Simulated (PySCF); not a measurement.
# A small calculation by hand: entropy of an ideal gas

acetic acid cation (C2H4O2), SMILES CC(=O)O (connectivity only; charge and spin as stated), charge +1, multiplicity 2.

Geometry optimised at PBE-D3(BJ)/def2-SVP. The multiplicity is an assumed one; other spin states were not compared. The values are those of a single conformer.

PBE-D3(BJ)/def2-SVP (PySCF 2.14.0) gives the harmonic wavenumbers 137, 341, 443, 531, 656, 848, 897, 920, 1158, 1189, 1232, 1351, 1361, 1595, 2919, 3022, 3055, 3529 cm⁻¹ and the rotational temperatures 0.5595, 0.4452, 0.2571 K. The molar mass is 60.05 g/mol, the symmetry number 1, the spin multiplicity 2.

Problem. Work out the entropy at 298.15 K and 1 atm in the rigid-rotor, harmonic-oscillator model.

Solution. 
Translation (Sackur–Tetrode at 1 atm): S = R[1.5 ln M + 2.5 ln T − 1.16487] = 159.8 J/(mol K).
Rotation: q = (√π/σ) T^1.5/√(θA θB θC) = 36100, S = R[ln q + 3/2] = 99.7 J/(mol K).
Vibration: with u = 1.4388 ν/T, each mode gives R[u/(e^u − 1) − ln(1 − e^−u)]:
```json
[
 {"ν (cm⁻¹)": "137", "modes": "1", "u": "0.66", "S (J/(mol K))": "11.90"},
 {"ν (cm⁻¹)": "341", "modes": "1", "u": "1.65", "S (J/(mol K))": "5.05"},
 {"ν (cm⁻¹)": "443", "modes": "1", "u": "2.14", "S (J/(mol K))": "3.42"},
 {"ν (cm⁻¹)": "531", "modes": "1", "u": "2.56", "S (J/(mol K))": "2.45"},
 {"ν (cm⁻¹)": "656", "modes": "1", "u": "3.17", "S (J/(mol K))": "1.52"},
 {"ν (cm⁻¹)": "848", "modes": "1", "u": "4.09", "S (J/(mol K))": "0.72"},
 {"ν (cm⁻¹)": "897", "modes": "1", "u": "4.33", "S (J/(mol K))": "0.59"},
 {"ν (cm⁻¹)": "920", "modes": "1", "u": "4.44", "S (J/(mol K))": "0.54"},
 {"ν (cm⁻¹)": "1158", "modes": "1", "u": "5.59", "S (J/(mol K))": "0.21"},
 {"ν (cm⁻¹)": "1189", "modes": "1", "u": "5.74", "S (J/(mol K))": "0.18"},
 {"ν (cm⁻¹)": "1232", "modes": "1", "u": "5.95", "S (J/(mol K))": "0.15"},
 {"ν (cm⁻¹)": "1351", "modes": "1", "u": "6.52", "S (J/(mol K))": "0.09"},
 {"ν (cm⁻¹)": "1361", "modes": "1", "u": "6.57", "S (J/(mol K))": "0.09"},
 {"ν (cm⁻¹)": "1595", "modes": "1", "u": "7.70", "S (J/(mol K))": "0.03"}
]
```
The stiffer modes add less than 0.005 each. Sum 26.9 J/(mol K).
Spin: R ln 2 = 5.8 J/(mol K).
Total 292.2 J/(mol K); the program's own thermochemistry gives 292.2. Translation makes up 55 % and vibration 9 %. Anharmonicity, hindered rotation and orbital degeneracy are left out.
